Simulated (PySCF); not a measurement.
chlorine (Cl2), SMILES ClCl. The structure is a stationary point at B3LYP-D3(BJ)/def2-TZVPD.

Calculation: PySCF with B3LYP-D3(BJ)/def2-TZVPD.

Harmonic wavenumbers (cm⁻¹): 540. Rotational constants (GHz): 7.052 (linear); symmetry number 2.

Work out the zero-point energy and the ideal-gas rigid-rotor harmonic-oscillator thermochemistry at 298.15 K and 1 atm.

ZPE = ½ Σ hcν = ½ × 540 cm⁻¹ = 0.77 kcal/mol. H − E(el) = 2.97 kcal/mol. Entropy in cal/(mol K): translation 38.69, rotation 14.09, vibration 0.57, total 53.34. G − E(el) = -12.94 kcal/mol. Cp = 8.12 cal/(mol K).
